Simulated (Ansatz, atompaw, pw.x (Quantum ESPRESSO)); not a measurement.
# From atom to crystal: PAW (atompaw) potential for magnesium (Mg)

- Element: magnesium (Mg)
- Generator: atompaw 4.2.0.5
- Type: PAW
- Functional: PBEsol
- Relativity: scalar-relativistic
- Frozen core: [Ne]
- Valence charge: 2
- Reference configuration: 3s2 3p0
- Partial waves: 3s (bound): rc 2.40 bohr; 3s channel at 2.95 Ry: rc 2.40 bohr; 3p (bound, empty): rc 2.40 bohr; 3p channel at 3.75 Ry: rc 2.40 bohr; 3d channel at 0.3 Ry: rc 2.40 bohr; 3d channel at 2.05 Ry: rc 2.30 bohr
- Local potential: troulliermartins scheme with l = 3 at 0 Ry, radius 1.80 bohr
- Core correction: smooth core density matched at 1.75 bohr
- Augmentation charge: sinc compensation charge, radius 1.95 bohr; PAW radius 2.40 bohr; waves and projectors: custom polynom2 7 10 vanderbiltortho

Atomic tests: cutoffs needed: 6 Ry and 8 Ry (the cutoffs (Ry, on a coarse ladder) from which the occupation-weighted sum of valence levels, in a spherical-Bessel basis at the reference potential, stays within 10 and 1 mRy of its value at 400 Ry); ghost test: no extra level below or beside the all-electron valence levels (s, p, d, f tested) (spherical-Bessel basis up to 400 Ry, 20 bohr box); lowest eigenvalue of the overlap operator: 0.65 (s channel).

Crystal test: fcc Mg in pw.x 7.5, no spin, 13³ k-points, Fermi–Dirac smearing 0.01 Ry, cutoffs 40/400 Ry. The lattice is a test structure that the element need not adopt, and mesh and smearing are coarse.

pw.x input:

```
&control
  calculation='scf', prefix='x', pseudo_dir='./', outdir='./tmp', tstress=.true., disk_io='none'
/
&system
  ibrav=0, nat=1, ntyp=1, ecutwfc=40, ecutrho=400, nbnd=8,
  occupations='smearing', smearing='fd', degauss=0.01
/
&electrons
  conv_thr=1e-09, mixing_beta=0.4, electron_maxstep=70
/
ATOMIC_SPECIES
Mg 1.0 Mg.UPF
CELL_PARAMETERS angstrom
  0.00000000 2.24827852 2.24827852
  2.24827852 0.00000000 2.24827852
  2.24827852 2.24827852 0.00000000
ATOMIC_POSITIONS crystal
Mg 0.0000 0.0000 0.0000
K_POINTS automatic
13 13 13 0 0 0
```

```bash
pw.x < Mg.scf.in > Mg.scf.out
```

Q: How does the run end?

A: It converges; the pressure is -0.06 GPa against -0.03 GPa from all-electron LAPW.  The log shows:

```
     total energy              =     -32.72013538 Ry
     estimated scf accuracy    <       0.00317779 Ry
     iteration #  2     ecut=    40.00 Ry     beta= 0.40
     negative rho (up, down):  1.028E-04 0.000E+00
     total energy              =     -32.71992337 Ry
     estimated scf accuracy    <       0.00109622 Ry
     iteration #  3     ecut=    40.00 Ry     beta= 0.40
     negative rho (up, down):  8.703E-05 0.000E+00
     total energy              =     -32.71993821 Ry
     estimated scf accuracy    <       0.00000091 Ry
     iteration #  4     ecut=    40.00 Ry     beta= 0.40
     negative rho (up, down):  8.729E-05 0.000E+00
     total energy              =     -32.71993870 Ry
     estimated scf accuracy    <       0.00000001 Ry
     iteration #  5     ecut=    40.00 Ry     beta= 0.40
     negative rho (up, down):  8.748E-05 0.000E+00
     total energy              =     -32.71993872 Ry
     estimated scf accuracy    <          2.3E-09 Ry
     iteration #  6     ecut=    40.00 Ry     beta= 0.40
     negative rho (up, down):  8.745E-05 0.000E+00
     total energy              =     -32.71993871 Ry
     estimated scf accuracy    <          1.1E-09 Ry
     iteration #  7     ecut=    40.00 Ry     beta= 0.40
     negative rho (up, down):  8.743E-05 0.000E+00
     the Fermi energy is     3.6220 ev
!    total energy              =     -32.71993871 Ry
     estimated scf accuracy    <          9.5E-12 Ry
     smearing contrib. (-TS)   =      -0.00200102 Ry
     The total energy is F=E-TS. E is the sum of the following terms:
     one-electron contribution =       1.43497370 Ry
     hartree contribution      =       0.00429684 Ry
     xc contribution           =      -1.65262949 Ry
     ewald contribution        =      -2.15827755 Ry
     one-center paw contrib.   =     -30.34630120 Ry
     convergence has been achieved in   7 iterations
     negative rho (up, down):  8.743E-05 0.000E+00
          total   stress  (Ry/bohr**3)                   (kbar)     P=       -0.58
     Message from routine punch:
     Nothing written, as per user request (disk_io='none')
```
